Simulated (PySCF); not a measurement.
Molecule: SMILES CCCCCC, C$_{6}$H$_{14}$.

Geometry (Å), atoms numbered from 1 in this order:
```xyz
20

C    -3.1847   -0.2750    0.1771
C    -1.8355    0.3662    0.4597
C    -0.6776   -0.3170   -0.2550
C     0.6776    0.3170    0.0224
C     1.8355   -0.3662   -0.6922
C     3.1847    0.2750   -0.4096
H    -4.0004    0.2406    0.7063
H    -3.1989   -1.3309    0.4922
H    -3.4199   -0.2523   -0.8993
H    -1.8622    1.4313    0.1681
H    -1.6423    0.3612    1.5473
H    -0.6486   -1.3834    0.0354
H    -0.8676   -0.3117   -1.3442
H     0.8676    0.3117    1.1116
H     0.6486    1.3834   -0.2679
H     1.8622   -1.4313   -0.4006
H     1.6423   -0.3612   -1.7798
H     3.1989    1.3309   -0.7248
H     4.0004   -0.2406   -0.9389
H     3.4199    0.2523    0.6668
```

Geometry PBE0-D3(BJ)/def2-SVP throughout; GIAO in PySCF 2.14.0 with density-fitted response routines, gas phase, one conformer, non-relativistic; equivalent atoms averaged; basis pcSseg-1.

For orientation, BLYP gives these shifts δ (against TMS at the same level): C3/C4 40.8, C2/C5 30.8, C1/C6 18.0, H10/H11/H16/H17 1.30, H7/H8/H9/H18/H19/H20 1.04, H12/H13/H14/H15 1.17 ppm.

A run gave: C3/C4 38.7, C2/C5 28.9, C1/C6 17.3, H10/H11/H16/H17 1.27, H7/H8/H9/H18/H19/H20 1.01, H12/H13/H14/H15 1.14 ppm (shifts δ (against TMS at the same level)).

**Question.** Which functional was used in that run?
A. BP86
B. LC-wPBE
C. OPBE
D. HF
E. BHandHLYP

**Answer.** A. C3/C4 tells them apart best: BP86 gives 38.7, HF gives 32.7, LC-wPBE gives 33.5, OPBE gives 36.0, BHandHLYP gives 36.2 ppm.
